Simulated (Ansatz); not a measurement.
# A workflow on C6H6 (fulvene)

Aim: a series of 14 runs (HF/STO-3G, UHF/STO-3G, HF/3-21G, UHF/3-21G, HF/6-31G*, B3LYP/6-31G*, MP2/6-31G*) of C6H6. 

The calculation is run with Ansatz 0.2.0.

## Step 1: The molecule

C6H6 has 12 atoms, charge 0, and is taken as a singlet. As SMILES, `C=C1C=CC=C1`. The coordinates come from a PBE0-D4/def2-TZVP relaxation. The run starts from this shape.

Bond lengths: C1–C2 1.336 Å, C2–C3 1.465 Å, C3–C4 1.346 Å, C4–C5 1.466 Å, C2–C6 1.465 Å, C5–C6 1.346 Å, C1–H7 1.084 Å, C1–H8 1.084 Å, C3–H9 1.081 Å, C4–H10 1.082 Å, C5–H11 1.082 Å, C6–H12 1.081 Å. Some angles: C1–C2–C3 126.8°, C1–C2–C6 126.8°, C3–C2–C6 106.3°, C2–C3–C4 107.8°, C3–C4–C5 109.0°, C4–C5–C6 109.0°, C2–C6–C5 107.8°, C2–C1–H7 121.3°, C2–C1–H8 121.3°, C2–C3–H9 124.6°.

## Step 2: A geometry optimisation at HF/STO-3G (run 1)

Contents of job.yaml:

```yaml
crystal:
  periodic: [false, false, false]
  atoms:
    - {symbol: C, position_ang: [-0.818100, -1.597600, 0.906600]}
    - {symbol: C, position_ang: [-0.269900, -0.537800, 0.305500]}
    - {symbol: C, position_ang: [0.652900, 0.430400, 0.902600]}
    - {symbol: C, position_ang: [0.964800, 1.337500, -0.041700]}
    - {symbol: C, position_ang: [0.261500, 0.997400, -1.282700]}
    - {symbol: C, position_ang: [-0.471600, -0.113400, -1.081700]}
    - {symbol: H, position_ang: [-1.493400, -2.259800, 0.376500]}
    - {symbol: H, position_ang: [-0.605400, -1.830200, 1.944100]}
    - {symbol: H, position_ang: [1.002400, 0.394600, 1.924400]}
    - {symbol: H, position_ang: [1.624900, 2.186300, 0.076600]}
    - {symbol: H, position_ang: [0.333200, 1.561600, -2.202900]}
    - {symbol: H, position_ang: [-1.104400, -0.624200, -1.793300]}
basis:
  gaussian:
    orbitals: STO-3G
hamiltonian:
  xc: hf
relax:
  f_tol: 0.002
output: {orbitals: {seedname: orbitals}}
```

The run is started by

```console
$ ansatz run job.yaml --threads 1 --pin off --max-ram 3480MiB --events-out events.jsonl --progress --plain --runs-dir runs
```

Log:

```text
Warning: RAYON_NUM_THREADS=1 ignored (pool sized by the plan → 1); use --threads N
The last accepted step is kept in runs//last_step.txt (removed where the run ends without a failure and the disk answers)
[... 56 lines left out ...]
Total energy: -6199.40675789 eV, -227.8239962438 hartree
[... 12 lines left out ...]
Dipole moment:    -0.037056    -0.071579     0.040615 e Å
```

It took 6.9 s on 1 thread of Arm Neoverse V1, shared host; peak memory 0.085 GiB.

Step by step:

```csv
step,energy from the first frame kept (eV),largest force (eV/Å)
1,0.0000,2.6749
2,-0.0810,0.7952
3,-0.0894,0.0542
4,-0.0894,0.0621
5,-0.0896,0.0073
6,-0.0896,0.0030
7,-0.0896,0.0005
```

After the run. Bond lengths: C1–C2 1.319 Å, C2–C3 1.495 Å, C3–C4 1.324 Å, C4–C5 1.492 Å, C2–C6 1.495 Å, C5–C6 1.324 Å, C1–H7 1.083 Å, C1–H8 1.083 Å, C3–H9 1.080 Å, C4–H10 1.081 Å, C5–H11 1.081 Å, C6–H12 1.080 Å. Some angles: C1–C2–C3 127.8°, C1–C2–C6 127.8°, C3–C2–C6 104.4°, C2–C3–C4 108.6°, C3–C4–C5 109.2°, C4–C5–C6 109.2°, C2–C6–C5 108.6°, C2–C1–H7 122.0°, C2–C1–H8 122.0°, C2–C3–H9 123.5°.

## Step 3: Vibrational wavenumbers at HF/STO-3G (run 2)

Contents of input.yaml:

```yaml
crystal:
  periodic: [false, false, false]
  atoms:
    - {symbol: C, position_ang: [-0.820138, -1.601433, 0.908820]}
    - {symbol: C, position_ang: [-0.278702, -0.555463, 0.315357]}
    - {symbol: C, position_ang: [0.663958, 0.445175, 0.902840]}
    - {symbol: C, position_ang: [0.968328, 1.335580, -0.027947]}
    - {symbol: C, position_ang: [0.252727, 0.989509, -1.290761]}
    - {symbol: C, position_ang: [-0.469113, -0.102786, -1.096675]}
    - {symbol: H, position_ang: [-1.496101, -2.269366, 0.389618]}
    - {symbol: H, position_ang: [-0.615141, -1.843321, 1.944238]}
    - {symbol: H, position_ang: [1.012180, 0.407557, 1.924249]}
    - {symbol: H, position_ang: [1.624862, 2.188760, 0.072642]}
    - {symbol: H, position_ang: [0.335839, 1.565364, -2.202108]}
    - {symbol: H, position_ang: [-1.101800, -0.614776, -1.806271]}
basis:
  gaussian: {orbitals: STO-3G}
hamiltonian: {xc: hf}
phonons: {temperatures: {t_min: 298.15, t_max: 298.15, t_step: 1}}
```

The run is started by

```console
$ ansatz run input.yaml --threads 1 --pin off --max-ram 3480MiB --events-out events.jsonl --progress --plain --runs-dir runs
```

Log:

```text
Warning: RAYON_NUM_THREADS=1 ignored (pool sized by the plan → 1); use --threads N
[... 389 lines left out ...]
Total energy: -6199.40674883 eV, -227.8239959105 hartree
[... 12 lines left out ...]
Dipole moment:    -0.037056    -0.071579     0.040615 e Å
Vibrations: 222.68 383.29 583.56 707.08 763.30 855.15 918.55 947.38 961.83 1024.75 1111.73 1138.87 1148.93 1154.55 1161.90 1283.02 1286.71 1451.25 1580.36 1610.70 1711.17 1881.12 1977.17 2040.02 3650.65 3725.71 3737.25 3766.04 3774.23 3805.83 cm⁻¹, zero-point energy 3.122217 eV
```

It took 54 s on 1 thread of Arm Neoverse V1, shared host; peak memory 0.083 GiB.

Runs 3 to 6 aren't shown in full; the table further down has their settings and results.

## Step 4: The doublet cation: a single-point energy at UHF/3-21G (run 7)

Contents of job.yaml:

```yaml
crystal:
  periodic: [false, false, false]
  atoms:
    - {symbol: C, position_ang: [-0.818843, -1.598939, 0.907402]}
    - {symbol: C, position_ang: [-0.276399, -0.550963, 0.312821]}
    - {symbol: C, position_ang: [0.659851, 0.438850, 0.904251]}
    - {symbol: C, position_ang: [0.969136, 1.338196, -0.030956]}
    - {symbol: C, position_ang: [0.255021, 0.992847, -1.291145]}
    - {symbol: C, position_ang: [-0.471071, -0.108067, -1.091468]}
    - {symbol: H, position_ang: [-1.488265, -2.257817, 0.388016]}
    - {symbol: H, position_ang: [-0.612176, -1.834138, 1.934036]}
    - {symbol: H, position_ang: [1.005753, 0.403859, 1.914225]}
    - {symbol: H, position_ang: [1.619619, 2.178544, 0.078431]}
    - {symbol: H, position_ang: [0.330578, 1.555144, -2.196347]}
    - {symbol: H, position_ang: [-1.096305, -0.612717, -1.795266]}
basis:
  gaussian:
    orbitals: 3-21G.json
total_charge: 1
magnetization:
  spin_polarized: true
  initial_magnetization: 1
hamiltonian:
  xc: hf
```

The basis set 3-21G is read from a file made from the Basis Set Exchange's data (not shown).

The run is started by

```console
$ ansatz run job.yaml --threads 1 --pin off --max-ram 3480MiB --events-out events.jsonl --progress --plain --runs-dir runs
```

Log:

```text
Warning: RAYON_NUM_THREADS=1 ignored (pool sized by the plan → 1); use --threads N
Functional definition: HF
  name "HF"
  exchange = exact_x
  correlation = 0
900 factors; integrals over basis functions are off by at most 9.9e-4 eV
mean field evaluation 1: about -6230.5614 eV, gradient 2.1e1 eV
mean field evaluation 2: about -6231.1197 eV, gradient 2.1e1 eV
mean field evaluation 4: about -6233.6963 eV, gradient 2.3e0 eV
mean field evaluation 8: about -6233.7611 eV, gradient 2.7e-1 eV
mean field evaluation 16: about -6233.7835 eV, gradient 1.7e-1 eV
mean field evaluation 32: about -6233.5374 eV, gradient 1.7e0 eV
mean field evaluation 64: about -6233.7676 eV, gradient 3.0e-1 eV
mean field evaluation 96: about -6233.7796 eV, gradient 2.2e-1 eV
mean field evaluation 128: about -6232.2479 eV, gradient 8.0e0 eV
mean field -6233.79370127 eV, -229.0876931044 hartree, gradient 1.2e-5 eV, S^2 0.954558; 2 other end points of the search recorded, 0 dependent functions left out
reference -6233.79370127 eV, -229.0876931044 hartree; 21, 20 occupied and 45, 46 virtual orbitals, 900 factors
Total energy: -6233.79370127 eV, -229.0876931044 hartree
```

Wall time 2.9 s (1 thread of Arm Neoverse V1, shared host); peak memory 0.15 GiB.

Runs 8 to 13 aren't shown in full; the table further down has their settings and results.

## Step 5: The harmonic vibrations at MP2/6-31G(d) (Cartesian functions) (run 14)

Contents of in.yaml:

```yaml
crystal:
  periodic: [false, false, false]
  atoms:
    - {symbol: C, position_ang: [-0.823307, -1.607574, 0.912299]}
    - {symbol: C, position_ang: [-0.269387, -0.537461, 0.305152]}
    - {symbol: C, position_ang: [0.655166, 0.430814, 0.907329]}
    - {symbol: C, position_ang: [0.970433, 1.347515, -0.045819]}
    - {symbol: C, position_ang: [0.265707, 1.006711, -1.289427]}
    - {symbol: C, position_ang: [-0.474312, -0.115407, -1.085840]}
    - {symbol: H, position_ang: [-1.500762, -2.273033, 0.384181]}
    - {symbol: H, position_ang: [-0.612430, -1.843452, 1.951810]}
    - {symbol: H, position_ang: [1.005712, 0.394373, 1.932815]}
    - {symbol: H, position_ang: [1.632693, 2.198781, 0.074050]}
    - {symbol: H, position_ang: [0.336691, 1.572015, -2.213010]}
    - {symbol: H, position_ang: [-1.109304, -0.628483, -1.799542]}
basis:
  gaussian: {orbitals: "6-31G*"}
correlation: {method: mp2}
phonons: {temperatures: {t_min: 298.15, t_max: 298.15, t_step: 1}}
```

The run is started by

```console
$ ansatz run in.yaml --threads 1 --pin off --max-ram 3480MiB --events-out events.jsonl --progress --plain --runs-dir runs
```

Log:

```text
Warning: RAYON_NUM_THREADS=1 ignored (pool sized by the plan → 1); use --threads N
[... 55 lines left out ...]
6 core orbitals not correlated: weight in the atoms' cores, before any rotation towards them, 1.000 or more for the frozen orbitals, at most 0.000 for the correlated occupied ones
[... 246 lines left out ...]
6 core orbitals not correlated: weight in the atoms' cores, before any rotation towards them, 1.000 or more for the frozen orbitals, at most 0.000 for the correlated occupied ones
[... 248 lines left out ...]
Dipole moment:    -0.055178    -0.106595     0.060481 e Å
[... 1 line left out ...]
Checks for a lower state left out: cluster_reference
```

Run time: 5.9 min. Hardware: 1 thread of Arm Neoverse V1, shared host; peak memory 0.26 GiB.

## Step 6: The series

```csv
run,level,task,walk f tol,partner,energy (Eh),dipole moment (D),wall time
1,HF/STO-3G,optimise,0.002,base,-227.823996,0.43,6.9 s
2,HF/STO-3G,frequencies,–,base,-227.823996,0.43,54 s
3,UHF/STO-3G,energy,–,cation,-227.615612,–,1.1 s
4,UHF/STO-3G,optimise,–,cation,-227.644983,–,10 s
5,HF/3-21G,optimise,0.002,base,-229.354328,0.59,8.4 s
6,HF/3-21G,frequencies,–,base,-229.354326,0.59,65 s
7,UHF/3-21G,energy,–,cation,-229.087693,–,2.9 s
8,UHF/3-21G,optimise,–,cation,-229.103179,–,20 s
9,HF/6-31G* (Cartesian functions),optimise,0.002,base,-230.644444,0.43,18 s
10,HF/6-31G* (Cartesian functions),frequencies,–,base,-230.644444,0.43,2.7 min
11,B3LYP/6-31G* (Cartesian functions),optimise,0.002,base,-232.191331,0.56,30 s
12,B3LYP/6-31G* (Cartesian functions),frequencies,–,base,-232.191331,0.56,4.6 min
13,MP2/6-31G* (Cartesian functions),optimise,0.002,base,-231.398275,0.65,31 s
14,MP2/6-31G* (Cartesian functions),frequencies,–,base,-231.398275,0.65,5.9 min
```

## Step 7: Outcome

```
                                                                          quantity          value
                                                  run 14, MP2/6-31G*: total energy  -231.39827 Eh
                            run 14, MP2/6-31G*: dipole moment (correlated density)         0.65 D
                   run 14, MP2/6-31G*: correlation energy (6 core orbitals frozen)     -756.7 mEh
                                      run 14, MP2/6-31G*: largest force on an atom     0.002 eV/Å
                                    run 14, MP2/6-31G*: lowest harmonic wavenumber       188 cm⁻¹
                                   run 14, MP2/6-31G*: highest harmonic wavenumber      3297 cm⁻¹
                                             run 14, MP2/6-31G*: zero-point energy   258.1 kJ/mol
                     vertical ionisation energy (to the doublet cation), HF/STO-3G       5.670 eV
                      vertical ionisation energy (to the doublet cation), HF/3-21G       7.255 eV
adiabatic ionisation energy (to the doublet cation, no zero-point term), HF/STO-3G       4.871 eV
 adiabatic ionisation energy (to the doublet cation, no zero-point term), HF/3-21G       6.834 eV
```

At HF/STO-3G: removing an electron at fixed nuclei costs 5.67 eV (131 kcal/mol). Its partner is spin-contaminated (⟨S²⟩ = 1.20 against 0.75), so the difference is in doubt. In a minimal basis such a difference can be off by several eV, whatever the method. At HF/3-21G: removing an electron at fixed nuclei costs 7.26 eV (167 kcal/mol). Its partner is spin-contaminated (⟨S²⟩ = 0.95 against 0.75), so the difference is in doubt. At HF/STO-3G: the adiabatic ionisation energy (to the doublet cation, no zero-point term) is 4.87 eV (112 kcal/mol). In runs 13, 14 the log says that unrestricted orbitals would lower the reference, so the values rest on an unstable closed-shell determinant (other closed-shell runs at this shape may share the fault). In runs 1, 2, 3, 4 the basis is minimal, so the values are rough. Spin contamination of the reference: run 4 ⟨S²⟩ = 1.42, run 3 ⟨S²⟩ = 1.20, run 8 ⟨S²⟩ = 1.00, run 7 ⟨S²⟩ = 0.95. Where it is this large, the reference is a mixture of spin states, and values that rest on it are in doubt. All runs together took 17 min, the longest 5.9 min.
